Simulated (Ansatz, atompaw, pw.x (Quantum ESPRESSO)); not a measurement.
What a changed setting does to a pw.x run (fcc Ti)

Potential: PAW, atompaw 4.2.0.5, LDA (PW92); core [Ar], reference 3d2 4s2 4p0; waves: 4s (bound): rc 3.00 bohr; 4s channel at 0.05 Ry: rc 3.00 bohr; 4p (bound, empty): rc 3.00 bohr; 4p channel at 4.6 Ry: rc 3.00 bohr; 3d (bound): rc 2.45 bohr; 3d channel at 1.05 Ry: rc 2.45 bohr; local part: troulliermartins scheme with l = 3 at 0 Ry, radius 2.60 bohr; core correction: smooth core density matched at 2.10 bohr; augmentation: sinc compensation charge, radius 2.65 bohr; PAW radius 3.00 bohr; waves and projectors: custom rrkj gramschmidtortho.

The reference run (k-mesh 14³, cutoffs 40/400 Ry, Fermi–Dirac 0.01 Ry, mixing_beta 0.4, conv_thr 1e-9, no spin) gives 1.57 GPa at 16.088 Å³/atom, where all-electron LAPW gives 0.06 GPa. This run, with its own iteration cap, changes startingwfc to atomic.

```
&control
  calculation='scf', prefix='x', pseudo_dir='./', outdir='./tmp', tstress=.true., disk_io='none'
/
&system
  ibrav=0, nat=1, ntyp=1, ecutwfc=40, ecutrho=400, nbnd=9,
  occupations='smearing', smearing='fd', degauss=0.01
/
&electrons
  conv_thr=1e-09, mixing_beta=0.4, electron_maxstep=70, startingwfc='atomic'
/
ATOMIC_SPECIES
Ti 1.0 Ti.UPF
CELL_PARAMETERS angstrom
  0.00000000 2.00365996 2.00365996
  2.00365996 0.00000000 2.00365996
  2.00365996 2.00365996 0.00000000
ATOMIC_POSITIONS crystal
Ti 0.0000 0.0000 0.0000
K_POINTS automatic
14 14 14 0 0 0
```

```bash
pw.x < Ti.scf.in > Ti.scf.out
```

Q: How does the run end?

A: It converges in 7 iterations; the free energy moves by +0.0 meV/atom and the pressure by +0.00 GPa. The result is that of the reference run.

```
Message from routine setup:
     using ibrav=0 with symmetry is DISCOURAGED, use correct ibrav instead
     lattice parameter (alat)  =       5.3547  a.u.
     unit-cell volume          =     108.5672 (a.u.)^3
     number of electrons       =         4.00
     number of Kohn-Sham states=            9
     kinetic-energy cutoff     =      40.0000  Ry
     charge density cutoff     =     400.0000  Ry
     scf convergence threshold =      1.0E-09
     Exchange-correlation= SLA PW NOGX NOGC
     number of k points=   104  Fermi-Dirac smearing, width (Ry)=  0.0100
     iteration #  1     ecut=    40.00 Ry     beta= 0.40
     total energy              =     -83.87755823 Ry
     estimated scf accuracy    <       0.01380117 Ry
     iteration #  2     ecut=    40.00 Ry     beta= 0.40
     total energy              =     -83.87613844 Ry
     estimated scf accuracy    <       0.00233592 Ry
     iteration #  3     ecut=    40.00 Ry     beta= 0.40
     total energy              =     -83.87610749 Ry
     estimated scf accuracy    <       0.00005552 Ry
     iteration #  4     ecut=    40.00 Ry     beta= 0.40
     total energy              =     -83.87614214 Ry
     estimated scf accuracy    <       0.00000040 Ry
     iteration #  5     ecut=    40.00 Ry     beta= 0.40
     total energy              =     -83.87614375 Ry
     estimated scf accuracy    <       0.00000007 Ry
     iteration #  6     ecut=    40.00 Ry     beta= 0.40
     total energy              =     -83.87614377 Ry
     estimated scf accuracy    <          3.7E-09 Ry
     iteration #  7     ecut=    40.00 Ry     beta= 0.40
     the Fermi energy is     9.2056 ev
!    total energy              =     -83.87614377 Ry
     estimated scf accuracy    <          2.0E-11 Ry
     smearing contrib. (-TS)   =      -0.00706677 Ry
     convergence has been achieved in   7 iterations
          total   stress  (Ry/bohr**3)                   (kbar)     P=       15.73
     Message from routine punch:
     Nothing written, as per user request (disk_io='none')
```

The run took about 8.6 s on one core of a shared server CPU.
